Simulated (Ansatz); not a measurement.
A structure relaxed at PBE0-D4/def2-TZVP, charge 0, multiplicity 1:

| atom | x (Å) | y (Å) | z (Å) |
| --- | --- | --- | --- |
| C1 | -0.0134 | 1.4052 | -0.1187 |
| C2 | -0.0777 | 0.6843 | -1.2306 |
| C3 | -0.0743 | -0.8090 | -1.2479 |
| C4 | 0.0171 | -1.4052 | 0.1184 |
| C5 | 0.0814 | -0.6843 | 1.2304 |
| C6 | 0.0700 | 0.8090 | 1.2481 |
| H7 | -0.0205 | 2.4895 | -0.1842 |
| H8 | -0.1367 | 1.1886 | -2.1910 |
| H9 | -0.9768 | -1.1781 | -1.7560 |
| H10 | 0.7558 | -1.1731 | -1.8700 |
| H11 | 0.0302 | -2.4894 | 0.1836 |
| H12 | 0.1462 | -1.1885 | 2.1904 |
| H13 | -0.7675 | 1.1682 | 1.8633 |
| H14 | 0.9660 | 1.1828 | 1.7641 |

**Question.** Give its formula and SMILES.

**Answer.** C6H8, `C1=CCC=CC1`.

**Question.** Point group (tolerance 0.08 Å, 0.16 Å for H)?

**Answer.** D2h.

**Question.** Summarise the bond lengths by kind.

**Answer.** 6 × C–C 1.327 to 1.493 Å; 8 × C–H 1.086 to 1.100 Å.

Results of the Gaussian-basis code of Ansatz.
